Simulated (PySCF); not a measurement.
Write a Z-matrix for InChI=1S/C3H4ClF/c4-2-1-3-5/h1,3H,2H2/b3-1- as optimised with PBE0-D3(BJ)/def2-SVP.

Z-matrix in Å and degrees, rows numbered from 1:
```
F 
C   1  1.3300
C   2  1.3308  1  122.72
C   3  1.4843  2  123.89  1     0.17
Cl  4  1.7994  3  111.26  2   118.61
H   2  1.0937  1  112.74  3  -179.74
H   3  1.0928  2  117.54  1   179.59
H   4  1.0968  3  111.37  2    -1.15
H   4  1.0991  3  111.60  2  -123.20
```

Of the pairs four or more bonds apart, F1···H8 is among the closest relative to their van der Waals radii: 2.47 Å, 93 % of the sum of Bondi's values. The 2 C–C bonds span 1.331 Å (C2=C3, drawn double) to 1.484 Å (C3–C4, drawn single), a spread of 0.153 Å.

Computed with PySCF, PBE0-D3(BJ)/def2-SVP geometry optimisation, gas phase.

Point group: C1 (no symmetry element, even within 0.4 Å). Stationary, but not proved a minimum. One conformer, not necessarily the lowest (C2–C3–C4–Cl5 119°).

Hardware: an Arm Neoverse V2 with one thread, shared host. Cost: 13 s of wall time. This is the geometry optimisation.
